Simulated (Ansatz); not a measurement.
We consider hcp Ti, described by HSE06 in Ansatz (PAW).

Numerical settings: plane-wave cutoff 520 eV, 12×12×8 k mesh (along the axes of the cell as run), Fermi–Dirac smearing 0.083 eV (set by the program), no spin polarisation, scalar-relativistic PAW data made under PBE.

Computed at the level's own relaxed cell.

Hill averages of the elastic tensor: K = 127.3 GPa, G = 70.3 GPa. Volume 17.193 Å³/atom, mean atomic mass 47.867 u.

### Question
Work out the density, the sound velocities of a polycrystal and the elastic Debye temperature, and Pugh's ratio at this level.

### Answer
ρ = 1.66054 × 47.867/17.193 = 4.623 g/cm³. v_l = √[(K + 4G/3)/ρ] = 6.915 km/s and v_t = √(G/ρ) = 3.900 km/s. The mean follows from 3/v_m³ = 1/v_l³ + 2/v_t³: v_m = 4.338 km/s. Θ_D = (ħ/k_B) v_m (6π²/V)^(1/3) = 76.38 K Å s/km × 4.338 × 1.5102 Å⁻¹ = 500 K, counting all atoms of the cell. K/G = 1.81, to be set beside Pugh's rough bound of 1.75 between brittle and ductile metals.

Note: hybrids on metals are sensitive to the k mesh.

Ansatz is a quantum-chemistry and plane-wave program.
